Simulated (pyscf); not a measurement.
Structures and frequencies: ωB97X-D3(BJ)/def2-SVP in PySCF.

Q: PBE/def2-TZVP puts the barrier of H₃C–ZnH + H₃C–OH -> H₃C–O–Zn–CH₃ + H₂ (four-centre exchange; singlet surface; H–Zn, H–O broken, O–Zn, H–H formed) at 57.6 kJ/mol and the reaction energy at -22.3 kJ/mol, from the separated reactants. What do PBE0-D3(BJ)/def2-TZVP, M06-2X/def2-TZVP, ωB97M-D3(BJ)/def2-TZVP give on the same structures?

A: PBE0-D3(BJ): ΔE‡ = 61.6 kJ/mol, ΔE = -17.8 kJ/mol; M06-2X: ΔE‡ = 55.9 kJ/mol, ΔE = -32.4 kJ/mol; ωB97M-D3(BJ): ΔE‡ = 73.7 kJ/mol, ΔE = -15.8 kJ/mol. PBE's barrier lies among them. Its reaction energy lies among theirs. On the reactant side the descent ends in an adduct with a O–Zn contact (not fully relaxed), 38.9 kJ/mol under the separated species and 106.0 kJ/mol under the saddle at ωB97X-D3(BJ)/def2-TZVP. What is counted as formed (O–Zn) is already present as a longer contact in the reactant adduct; forming that adduct is a step of its own. At the saddle there is also a short H–Zn contact that neither side keeps. This is the saddle that the search found; another between the same sides may lie lower. Elements up to Kr have no core potential and no relativistic terms here.
